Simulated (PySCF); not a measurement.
Cyclopropanone, C₃H₄O.
Atom-mapped SMILES: `[O:1]=[C:2]1[CH2:3][CH2:4]1`

NICS = −σ at a ghost point: NICS(0) at the centroid of the ring atoms, NICS(1) 1 Å to either side along the normal of their mean plane, zz for the tensor component along that normal. Level: GIAO PBE0/pcSseg-1 (PySCF, non-relativistic, gas phase) on the PBE0-D3(BJ)/def2-SVP geometry, one conformer.

Ring bond lengths (Å), with Mayer bond orders in brackets: C2–C3 1.467 (0.96), C3–C4 1.556 (0.89), C4–C2 1.466 (0.96).

**Question.** Give the NICS values of each ring in ppm.

**Answer.** 
```json
{"ring": "C2–C3–C4", "type": "3-membered carbocycle; formal bonds all single", "NICS(0)": "-9.2", "NICS(1), two faces": "-5.7 / -5.6", "NICS(1)zz, two faces": "-12.2 / -12.2", "rms pucker (Å)": "0.00", "centre to ring atoms, mean (Å)": "0.86"}
```

**Question.** What do they say, and how far can they be read as aromaticity?

**Answer.** 
- C2–C3–C4: mean NICS(1)zz -12.2 ppm, shielded. C3, C4 have four or more neighbours; no verdict on aromaticity is drawn.

**Question.** At the first NICS(1) probe listed for ring C2–C3–C4, 1 Å off the ring, how large is the induced field along the normal in 1 T applied along it?

**Answer.** NICSzz × B0 = -12.2 ppm × 1 T = -12 μT, against the applied field.

**Question.** Give the inner angles of the rings and the Hirshfeld charges of the ring atoms.

**Answer.** 
- C2–C3–C4: C2 64.1° (+0.160 e), C3 58.0° (-0.093 e), C4 58.0° (-0.093 e); sum 180.0° against 180° for a flat convex ring.

**Question.** How shielded are the nuclei of the rings and their hydrogens (means over atoms taken as equivalent)?

**Answer.** 
| atoms | environment | σ isotropic (ppm) | principal values of the symmetric part, first atom (ppm) |
| --- | --- | --- | --- |
| C2 | ketone carbonyl carbon | -29.0 | -109.6, -96.0, 118.6 |
| C3 (×2) | sp3 carbon next to a carbonyl | 180.7 | 158.6, 166.2, 217.2 |
| H on C3 (×4) | methylene hydrogen | 29.86 | 25.2, 27.5, 36.9 |

**Question.** How do the values depend on the level or the medium?

**Answer.** 
```tsv
level	NICS(0), C2–C3–C4	mean NICS(1)zz, C2–C3–C4
PBE0/pcSseg-1, gas	-9.2	-12.2
wB97X-D/pcSseg-2, gas	-8.7	-12.5
```

The geometry is the same throughout.
